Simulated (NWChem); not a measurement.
System: isobutene (C$_{4}$H$_{8}$); SMILES C=C(C)C

NWChem input:

```
start job
memory heap 200 mb stack 900 mb global 1100 mb
geometry units angstroms noautosym nocenter noautoz
  C      1.270635     0.000403    -0.674535
  C      0.000000     0.000000     0.123266
  C     -1.270635    -0.000403    -0.674535
  C      0.000000     0.000000     1.461512
  H      1.320464     0.882935    -1.335170
  H      1.322973    -0.883913    -1.332548
  H      2.161431     0.002947    -0.030901
  H     -1.322973     0.883913    -1.332548
  H     -2.161431    -0.002947    -0.030901
  H     -1.320464    -0.882935    -1.335170
  H     -0.933284    -0.000236     2.031972
  H      0.933284     0.000236     2.031972
end
basis spherical
  * library 6-31g*
end
dft
  xc hfexch
  iterations 150
end
property
  shielding 6 1 2 4 5 7 11
  efieldgrad
end
task dft property
```

Excerpt of the output:

```
             Northwest Computational Chemistry Package (NWChem) 7.3.0
             --------------------------------------------------------

                             Geometry "geometry" -> ""
                             -------------------------

 Output coordinates in angstroms (scale by  1.889725989 to convert to a.u.)

  No.       Tag          Charge          X              Y              Z
 ---- ---------------- ---------- -------------- -------------- --------------
    1 C                    6.0000     1.27063500     0.00040300    -0.67453500
    2 C                    6.0000     0.00000000     0.00000000     0.12326600
    3 C                    6.0000    -1.27063500    -0.00040300    -0.67453500
    4 C                    6.0000     0.00000000     0.00000000     1.46151200
    5 H                    1.0000     1.32046400     0.88293500    -1.33517000
    6 H                    1.0000     1.32297300    -0.88391300    -1.33254800
    7 H                    1.0000     2.16143100     0.00294700    -0.03090100
    8 H                    1.0000    -1.32297300     0.88391300    -1.33254800
    9 H                    1.0000    -2.16143100    -0.00294700    -0.03090100
   10 H                    1.0000    -1.32046400    -0.88293500    -1.33517000
   11 H                    1.0000    -0.93328400    -0.00023600     2.03197200
   12 H                    1.0000     0.93328400     0.00023600     2.03197200

 Effective nuclear repulsion energy (a.u.)     119.5175067508

  xc_inp: hfexch multiplicative factor not found.
                              NWChem Property Module
                              ----------------------

  itol2e modified to match energy
  convergence criterion.

                                 NWChem DFT Module
                                 -----------------

 Summary of "ao basis" -> "ao basis" (spherical)
 ------------------------------------------------------------------------------
       Tag                 Description            Shells   Functions and Types
 ---------------- ------------------------------  ------  ---------------------
 C                           6-31g*                  6       14   3s2p1d
 H                           6-31g*                  2        2   2s

  itol2e modified to match energy
  convergence criterion.

[...]

          -----------------------------------------
          Chemical Shielding Tensors (GIAO, in ppm)
          -----------------------------------------

                                NWChem CPHF Module
                                ------------------

  scftype          =     RHF
  nclosed          =       16
  nopen            =        0
  variables        =      896
  # of vectors     =        3
  tolerance        = 0.10D-03
  level shift      = 0.00D+00
  max iterations   =       50
  max subspace     =       30

 SCF residual:    1.2291136861719852E-004

Iterative solution of linear equations
  No. of variables      896
  No. of equations        3
  Maximum subspace       30
        Iterations       50
       Convergence  1.0D-04

   iter   nsub   residual    time
   ----  ------  --------  ---------
     1      3    1.33D+00      10.1
     2      6    1.90D-01      10.5
     3      9    2.96D-02      10.8
     4     12    3.75D-03      11.2
     5     15    3.45D-04      11.5
     6     18    6.89D-05      11.9

      Atom:    1  C
        Diamagnetic
    255.4379      0.0055     -7.2125
      0.0055    242.6368     -0.0048
     -7.2125     -0.0048    248.1983

        Paramagnetic
    -61.1834      0.0215     -2.9281
      0.0215    -79.6475      0.0044
     -2.9281      0.0044    -75.2267

        Total Shielding Tensor
    194.2546      0.0270    -10.1406
      0.0270    162.9894     -0.0004
    -10.1406     -0.0004    172.9716

           isotropic =     176.7385
          anisotropy =      32.3610

          Principal Components and Axis System
                 1           2           3
              198.3125    168.9137    162.9893

      1         0.9284      0.3715     -0.0013
      2         0.0007      0.0016      1.0000
      3        -0.3715      0.9284     -0.0012

      Atom:    2  C
        Diamagnetic
    262.5500      0.0105      0.0000
      0.0105    231.1417      0.0000
      0.0000      0.0000    259.5247

        Paramagnetic
   -328.7910     -0.0855      0.0000
     -0.0855    -49.2270      0.0000
      0.0000      0.0000   -189.4942

        Total Shielding Tensor
    -66.2410     -0.0749      0.0000
     -0.0749    181.9147      0.0000
      0.0000      0.0000     70.0304

           isotropic =      61.9014
          anisotropy =     180.0200

          Principal Components and Axis System
                 1           2           3
              181.9147     70.0304    -66.2410

      1        -0.0003      0.0000      1.0000
      2         1.0000      0.0000      0.0003
      3         0.0000      1.0000      0.0000

      Atom:    3  C
        Diamagnetic
    259.1878      0.0042      0.0000
      0.0042    243.5916      0.0000
      0.0000      0.0000    270.0550

        Paramagnetic
   -279.5287     -0.0301     -0.0000
     -0.0301    -85.2625      0.0000
     -0.0000      0.0000   -147.0041

        Total Shielding Tensor
    -20.3409     -0.0259     -0.0000
     -0.0259    158.3291      0.0000
     -0.0000      0.0000    123.0509

           isotropic =      87.0131
          anisotropy =     106.9741

          Principal Components and Axis System
                 1           2           3
              158.3292    123.0509    -20.3409

      1        -0.0001      0.0000      1.0000
      2         1.0000      0.0000      0.0001
      3         0.0000      1.0000      0.0000

      Atom:    4  H
        Diamagnetic
     27.1213      2.1534     -3.0990
      2.1534     31.8584     -7.2600
     -3.0990     -7.2600     30.4254

[...]
```

Level: Hartree-Fock/6-31G* (spherical d), GIAO. Coordinates come from a PBE0/def2-SVP optimisation. NWChem prints the field gradient with the sign opposite to the second derivative of the potential. The output numbers the shielded atoms by their place in the input's list. The printed shielding anisotropy is the first printed principal value minus the mean of the other two.
